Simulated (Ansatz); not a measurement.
Ideal-gas functions of C$_{3}$H$_{3}$F$_{3}$ (`F/C=C(\F)CF`) at 800 K and 1 bar, from an Ansatz frequency run at PBE0-D4/def2-TZVP.

Molar mass 96.05 g/mol, point group Cs (symmetry number 1), electronic degeneracy 1, moments of inertia 86.499, 205.809, 289.119 u Å². Harmonic wavenumbers (cm⁻¹, unscaled): 108, 182, 256, 273, 465, 544, 657, 838, 923, 1048, 1125, 1197, 1249, 1251, 1343, 1440, 1497, 1823, 3043, 3086, 3261.

Use S(trans) = R[1.5 ln M + 2.5 ln T − 1.1517]; rotational temperatures θ = 24.2544 K / I; S(rot) = R[ln(√π/σ · √(T³/θAθBθC)) + 1.5]; for each mode x = 1.438777 ν̃/T, S = R[x/(eˣ − 1) − ln(1 − e⁻ˣ)] and H = RT x/(eˣ − 1); 1 cm⁻¹ = 0.0119627 kJ/mol; R = 8.31446 J/(mol·K).

Q: By hand: the entropy, in J/(mol·K).

A: Translation 186.3. Rotation: θ = 0.2804, 0.1178, 0.0839 K, giving 125.1. Vibration, mode by mode: 21.95, 17.64, 14.84, 14.31, 10.04, 8.82, 7.39, 5.65, 4.99, 4.18, 3.74, 3.38, 3.14, 3.13, 2.75, 2.40, 2.21, 1.39, 0.23, 0.21, 0.16, in all 132.5. Electronic 0.0. Sum 443.9 J/(mol·K).

Q: By hand: H − E and G − E in kJ/mol, counted from the electronic energy.

A: Zero-point energy ½ × 25609 × 0.0119627 = 153.2; thermal vibration 54.4; translation, rotation and pV give 4 RT = 26.6. H − E = 234.2 kJ/mol, and G − E = 234.2 − 800 × 443.9/1000 = -120.9 kJ/mol.

Vibration gives 30 % of the entropy, 22.0 J/(mol·K) of it from the mode under 150 cm⁻¹: soft modes count most, and the harmonic formula is weakest for them. The sum counts one conformer and one mirror image; others add a mixing term.
